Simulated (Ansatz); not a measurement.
Species: C$_{4}$H$_{3}$S (charge -1, singlet). It need not be the lowest isomer of its formula. Whether it binds its extra electron was not tested at this geometry. 
Structure (B3LYP-D3(BJ)/def2-TZVP (Ansatz, an electronic-structure program) minimum search):
```
C
C 1 1.3693
H 2 1.0815 1 127.78
H 1 1.0874 2 123.03 3 0.00
C 1 1.4331 4 124.10 2 -180.00
H 5 1.0892 1 120.64 4 0.00
C 5 1.3916 6 121.56 1 180.00
S 2 1.7424 3 124.37 1 -180.00
```
Charge -1, spin multiplicity 1.

Total electronic energies in hartree. Valence correlation only, unless marked. Spin-orbit coupling is left out. Non-relativistic. 

```json
[
 {"level": "PBE-D3(BJ)/def2-TZVPD", "program": "Ansatz + dftd3", "energy (Eh)": "-552.09819"},
 {"level": "B3LYP-D4/def2-TZVPD", "program": "Ansatz + dftd4", "energy (Eh)": "-552.48919"},
 {"level": "PBE0/def2-SVP", "program": "Ansatz", "energy (Eh)": "-551.80977"},
 {"level": "PBE0-D3(BJ)/def2-TZVPD", "program": "Ansatz + dftd3", "energy (Eh)": "-552.13586"},
 {"level": "PBE0/def2-TZVP", "program": "Ansatz", "energy (Eh)": "-552.12499"},
 {"level": "r2SCANh-D4/def2-TZVPD", "program": "Ansatz + dftd4", "energy (Eh)": "-552.33004"},
 {"level": "r2SCANh/def2-TZVPD", "program": "Ansatz", "energy (Eh)": "-552.32781"},
 {"level": "HSE06-D3(BJ)/def2-TZVPD", "program": "Ansatz + dftd3", "energy (Eh)": "-552.11842"},
 {"level": "HSE06-D4/def2-TZVPD", "program": "Ansatz + dftd4", "energy (Eh)": "-552.12040"},
 {"level": "wB97M-V/def2-TZVPD", "program": "Ansatz", "energy (Eh)": "-552.37384"},
 {"level": "B2GP-PLYP-D3(BJ)/def2-TZVPD", "program": "Ansatz + dftd3", "energy (Eh)": "-552.11726"},
 {"level": "B2PLYP-D3(BJ)/def2-TZVPD", "program": "Ansatz + dftd3", "energy (Eh)": "-552.19689"},
 {"level": "B2PLYP/def2-TZVPD", "program": "Ansatz", "energy (Eh)": "-552.19034"},
 {"level": "MP2/STO-3G", "program": "Ansatz", "energy (Eh)": "-544.54284"},
 {"level": "MP2/6-31G", "program": "Ansatz", "energy (Eh)": "-550.94048"},
 {"level": "SCS-MP2/aug-cc-pV(D+d)Z", "program": "Ansatz", "energy (Eh)": "-551.38343"},
 {"level": "CCSD/6-31G", "program": "Ansatz", "energy (Eh)": "-550.97147"},
 {"level": "CCSD/6-31G*", "program": "Ansatz", "energy (Eh)": "-551.30824"},
 {"level": "CCSD/cc-pV(T+d)Z", "program": "Ansatz", "energy (Eh)": "-551.58415"},
 {"level": "CCSD(T)/STO-3G", "program": "Ansatz", "energy (Eh)": "-544.59866"},
 {"level": "CCSD(T)/cc-pV(D+d)Z", "program": "Ansatz", "energy (Eh)": "-551.41433"},
 {"level": "CCSD(T)/cc-pV(T+d)Z", "program": "Ansatz", "energy (Eh)": "-551.63379"}
]
```

Totals of different functionals don't rank their quality; only differences between species are comparable.
